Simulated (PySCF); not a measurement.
## Magnesium: a sound run and one with changed settings

Sound run: Mg [Ne] 3s2, Mg+ [Ne] 3s1. Calculation: PySCF 2.14, in cc-pVTZ-DK; scalar relativity by spin-free X2C-1e. In the sound run the correlated levels freeze [Ne]. The sound run starts from symmetry-adapted Hartree-Fock orbitals and uses a fine grid where one is needed.

Changed run: basis STO-3G, all-electron and non-relativistic. This setting is unsound on purpose.

```
species   method  sound run (hartree)  changed run (hartree)  converged
     Mg      UHF           -199.91960             -197.00735        yes
     Mg     PBE0           -200.27644             -197.34775        yes
     Mg    B3LYP           -200.40790             -197.46400        yes
     Mg      MP2           -199.94312             -197.02783        yes
     Mg  CCSD(T)           -199.95329             -197.04357        yes
    Mg+      UHF           -199.67643             -196.96676        yes
    Mg+     PBE0           -199.99888             -197.25514        yes
    Mg+    B3LYP           -200.12348             -197.36116        yes
```

Ionisation energy of Mg:

| method | sound run (eV) | changed run (eV) |
| --- | --- | --- |
| UHF | 6.617 | 1.105 |
| PBE0 | 7.553 | 2.520 |
| B3LYP | 7.739 | 2.799 |
| MP2 | 7.257 | 1.662 |
| SCS-MP2 | 7.385 | 1.773 |
| CCSD | 7.534 | 2.090 |
| CCSD(T) | 7.534 | 2.090 |
| CCSDT | 7.534 | 2.090 |
| FCI | 7.534 | 2.090 |

A minimal basis cannot let orbitals breathe on ionisation and holds almost no correlation. The Hamiltonian changed with the basis, so the totals do not compare.

For comparison, NIST gives 7.646 eV between the lowest levels.
